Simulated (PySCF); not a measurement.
**Relaxation of singlet H2CS**

Method: PBE0 in PySCF with C def2-TZVP, S def2-TZVP, H def2-TZVP; no relativity; density-fitted integrals. A (50,194) grid was used.

A hand-made trigonal pyramidal start, of Cs symmetry, held to at least that symmetry:

Coordinates in bohr (charge 0 multiplicity 1):
```
C     0.9142    1.5836   -1.0346
S    -0.4289   -0.7429    0.3937
H     2.6996    1.5836   -0.0854
H     0.0215    3.1297   -0.0854
```

Q: What forces act on the atoms at the start (eV/Å)?

A: 
```csv
atom,Fx,Fy,Fz
C1,0.13,0.23,4.12
S2,-1.26,-2.18,-0.62
H3,2.24,0.01,-1.75
H4,-1.11,1.95,-1.75
```

Q: What does it relax to?

A: It ends at C2v with C–H 1.090 Å (×2), C–S 1.599 Å; H–C–H 115.6°, H–C–S 122.2° (×2). A frequency run shows a minimum. Other isomers or separated fragments may lie lower.

Q: How much energy is released, and in how many steps?

A: 195.5 kJ/mol in 7 steps.

The relaxation took about 11 core-seconds on a shared host.
